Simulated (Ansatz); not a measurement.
Reaction (atomization): `[O]=[Al][OH]` → Al• + H• + 2 O•

Isolated molecules relaxed with PBE0-D4/def2-TZVP in Ansatz; ΔE leaves out vibrations. CBS: def2 TZ/QZ extrapolation, frozen cores. Functionals use def2-TZVPP. Open shells (•) are unrestricted, without spin–orbit coupling. Spin–orbit coupling would lower the free atoms: a little for Al, O. Each species was taken in one conformer, which may not be the lowest.

| level | ΔE (eV) |
| --- | --- |
| r2SCAN | 14.91 |
| r2SCANh | 14.58 |
| MP2/def2-SVP | 14.21 |
| CCSD(T)/def2-QZVPP | 14.74 |

Question: What does CCSD(T)/CBS give? (Best estimate.)

Answer: The calculation gave: +14.99 eV. The listed levels differ from it by -0.08, -0.41, -0.78, -0.25 eV.

Largest T1 diagnostic among the species: 0.024, so the coupled-cluster value is less sure than usual.

From PBE to PBE0 (25 % exact exchange), in def2-TZVPP and without D4, ΔE moves by −0.89 eV: exact exchange takes away binding that semilocal exchange gives to molecules. In def2-TZVPP, CCSD(T) changes the Hartree–Fock value by +5.61 eV (the triples alone add +0.47 eV) and MP2 by +6.66 eV; breaking electron pairs costs correlation energy, which Hartree–Fock lacks. At CCSD(T), def2-SVP lies −1.69 eV from the extrapolated value and def2-TZVPP −0.64 eV: correlation converges slowly with the basis, and small sets miss more of it in the bonded molecule than in its fragments.

CCSD(T)/CBS has its own doubt, a few kJ/mol and more with outer-core shells, so smaller differences from it don't rank the levels.
